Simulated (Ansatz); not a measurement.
`[Li][SH]` + CH₃OH → `[Li][O]C` + H₂S at 600 K and 1 bar (ligand exchange at a Li–S bond).

Calculated with Ansatz (gas phase, PBE0-D4/def2-TZVP geometries, no zero-point term in ΔE). CCSD(T)/CBS is the MP2 limit (def2-TZVPP, def2-QZVPP) plus CCSD(T) − MP2 in def2-TZVPP, frozen cores. This one scheme is used for every species. For Li outer-core shells are correlated without core-valence functions, which leaves a few kJ/mol of doubt a bond.

```
   species  CCSD(T)/CBS energy (Eh)  H − E (kJ/mol)  S (J/(mol·K))
`[Li][SH]`               -405.91799            47.3          271.4
     CH₃OH               -115.61712           163.6          277.3
`[Li][O]C`               -122.55324           141.9          298.0
       H₂S               -398.97279            60.8          230.9
```

H − E and S are ideal-gas, rigid-rotor, harmonic terms from PBE0-D4/def2-TZVP. 1 Eh = 2625.50 kJ/mol, R = 8.31446 J/(mol·K).

Question: By hand: ΔE, ΔH, ΔS and ΔG.

Answer: ΔE = (-122.55324) + (-398.97279) − (-405.91799) − (-115.61712) = 0.00908 Eh = 23.8 kJ/mol. Δ(H − E) = 141.9 + 60.8 − 47.3 − 163.6 = -8.2, so ΔH = 15.6 kJ/mol. ΔS = 298.0 + 230.9 − 271.4 − 277.3 = -19.8 J/(mol·K). ΔG = 15.6 − 600 × (-19.8)/1000 = 27.5 kJ/mol.

Question: By hand: the equilibrium constant, and the temperature at which ΔG would vanish if ΔH and ΔS stayed fixed.

Answer: log₁₀ K = −ΔG/(RT ln 10) = -2.4. ΔH and −TΔS have one sign here, so there is no such temperature.

TΔS isn't small against ΔH here. A doubt of 5 kJ/mol in ΔE shifts log₁₀ K by 0.4 here. These are equilibria of isolated gas molecules and say nothing of rates. Largest T1 diagnostic: 0.013 (customary marks: 0.02 for closed shells, 0.045 for open ones).
